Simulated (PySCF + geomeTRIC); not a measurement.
Species: H2S, SMILES `S` (charge 0, multiplicity 1).

### Question
Give a relaxed geometry from BP86-D3(BJ)/def2-SVP in PySCF + geomeTRIC.

### Answer
the end point of this relaxation (outside a Z-matrix the atoms follow the SMILES, hydrogens last).
Cartesian coordinates (Å) in one orientation:
```xyz
3

S      0.000     0.634     0.000
H      0.976    -0.317     0.000
H     -0.976    -0.317     0.000
```
